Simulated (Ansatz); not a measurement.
**How far each method lies from UCCSDT(Q) for NH⁻, quartet**

Geometry: that of the NH, triplet, kept fixed. The doublet lies 0.9 eV lower here.

| atom | x (Å) | y (Å) | z (Å) |
| --- | --- | --- | --- |
| N | 0.0000 | 0.0000 | 0.0000 |
| H | 0.0000 | 0.0000 | 1.0397 |

Basis aug-cc-pVDZ; Ansatz 0.2.0. Only valence electrons are correlated (noble-gas cores frozen), which leaves 7 electrons in 31 orbitals. Prefix R: restricted or restricted open-shell reference; prefix U: unrestricted. Active spaces: valence = (7e, 5o) chosen from the atoms' valence shells. This anion state lies near or above the neutral species, so the extra electron is weakly bound or unbound and the energies hang on the diffuse functions.

Full CI isn't at hand for all of this; UCCSDT(Q) serves as the reference, and is uncertain by about the last step of the cluster series. The frozen core follows each run's orbitals, which can shift R against U totals by a few meV.

For open shells CISD is restricted-active-space CI with the open shells as a complete middle space.

```
UHF ⟨S²⟩                          : 3.765
T1 diagnostic (RCCSD)             : 0.0228
largest doubles amplitude (RCCSD) : 0.035
T1 diagnostic (UCCSD)             : 0.0175
```

```csv
level,E − E(UCCSDT(Q)) (mEh),share of correlation (%),wall time
RHF,146.45,0.00,–
UHF,139.13,5.00,–
RMP2,24.69,83.14,–
UMP2,24.77,83.09,–
CISD,7.07,95.17,1.1 s
RCCSD,3.69,97.48,–
UCCSD,3.56,97.57,–
RCCSD(T),0.71,99.52,0.6 s
UCCSD(T),0.67,99.54,0.6 s
BCCD(T),0.72,99.51,0.69 s
RCCSDT,0.18,99.87,–
UCCSDT,0.14,99.91,–
RCCSDT(Q),0.05,99.97,4 s
CASSCF (valence space),146.45,0.00,–
NEVPT2 (valence space),36.96,74.76,0.3 s
MRCISD (valence space),7.90,94.61,–
MRCISD+Q (valence space),0.03,99.98,0.51 s
```

The correlation energy at UCCSDT(Q), counted from RHF, is -3.985 eV. That run took 3.7 s on 1 thread of Arm Neoverse V2, shared host.

Times hold each run's SCF and search for its determinant on a shared host, so for small cases they say little of a method's own cost; they ran on 1 thread of Arm Neoverse V2.

Natural occupations of CASSCF (valence space) about the gap: 2.000 2.000 1.000 1.000 1.000; effectively unpaired electrons, Σ n²(2−n)², 3.00.
